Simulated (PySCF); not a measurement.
Ionising CH

UHF; basis H aug-pcseg-1, C aug-pcseg-1; no relativity; PySCF 2.14. Neutral (UHF): doublet (π ↑), Re = 1.109 Å, ωe = 3072 cm⁻¹, De = 2.48 eV, HOMO -11.48 eV, LUMO 0.48 eV.

CH⁻ (UHF): triplet (π ↑↑), Re = 1.131 Å, ωe = 2738 cm⁻¹. The energies at the minima are -38.26086 hartree for CH and -38.27695 for CH⁻.

(1) Work out the adiabatic electron affinity, without and with harmonic zero-point energies (1 hartree = 27.2114 eV, 1 eV = 8065.5 cm⁻¹), and the change of the bond length.

Hartree–Fock leaves out correlation, which carries a large part of most bond energies and some tenths to 1 eV of ionisation energies. States were picked by a PBE0 search and need not be the measured ground states.

Answers

(1) At UHF: 0.01609 hartree = 0.438 eV between the minima; the zero-point term (3072.0 − 2738.0)/2 cm⁻¹ = +0.021 eV makes it 0.459 eV. Re changes by +2.2 pm against the neutral. The electron enters a π orbital, which is non-bonding in a hydride.
